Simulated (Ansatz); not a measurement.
CaB6-type CaB₆ was calculated with PBE-D3(BJ) (PAW; Ansatz, a quantum-chemistry and plane-wave program).

Numerical settings: plane-wave cutoff 500 eV, 8×8×8 k mesh, gaussian smearing 0.02 eV, scalar-relativistic PAW data made under PBE.

Cell (relaxed at this level):

CaB₆ is modelled in the cubic space group Pm-3m (No. 221), Pearson symbol cP7. Lattice parameters: a = 4.1161 Å, b = 4.1161 Å, c = 4.1161 Å, α = 90.00°, β = 90.00°, γ = 90.00°. Ca on 1a sees 24 B at 3.026 Å. B on 6f sees 5 B at 1.658–1.738 Å and 4 Ca at 3.026 Å. (Neighbours: up to the widest gap in distance over summed covalent radii, below 1.35, at either atom; cation-cation and far metal-metal contacts left out.)

Estimate the band gap that the calculation returns.


- band gap = 0.07 eV (on the SCF k mesh)

Measured, for comparison: band gap 1 eV (temperature not stated, not corrected to a static lattice; as tabulated in Wu et al. (2004), arXiv:cond-mat/0401246). Computed (rounded) less measured: band gap -0.93 eV.
